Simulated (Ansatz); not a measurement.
System: hcp Co. Method: PBE (PAW; Ansatz, a quantum-chemistry and plane-wave program).

Run with plane-wave cutoff 520 eV, 24×24×14 k mesh (along the axes of the cell as run), Fermi–Dirac smearing 0.05 eV, spin-polarised with parallel moments, scalar-relativistic PAW data made under PBE.

Response to compression and expansion (c/a stays at 1.616):

Shape and atoms are relaxed at each volume.

```json
[
 {"V (Å³/atom)": "10.427", "P (GPa)": "9.60", "moment (μB per cell of 2 atoms)": "3.17"},
 {"V (Å³/atom)": "10.645", "P (GPa)": "4.55", "moment (μB per cell of 2 atoms)": "3.21"},
 {"V (Å³/atom)": "10.862", "P (GPa)": "-0.01", "moment (μB per cell of 2 atoms)": "3.23"},
 {"V (Å³/atom)": "11.079", "P (GPa)": "-4.09", "moment (μB per cell of 2 atoms)": "3.26"},
 {"V (Å³/atom)": "11.296", "P (GPa)": "-7.74", "moment (μB per cell of 2 atoms)": "3.28"}
]
```

Note: the bulk modulus comes from volumes at which shape and atoms were relaxed.
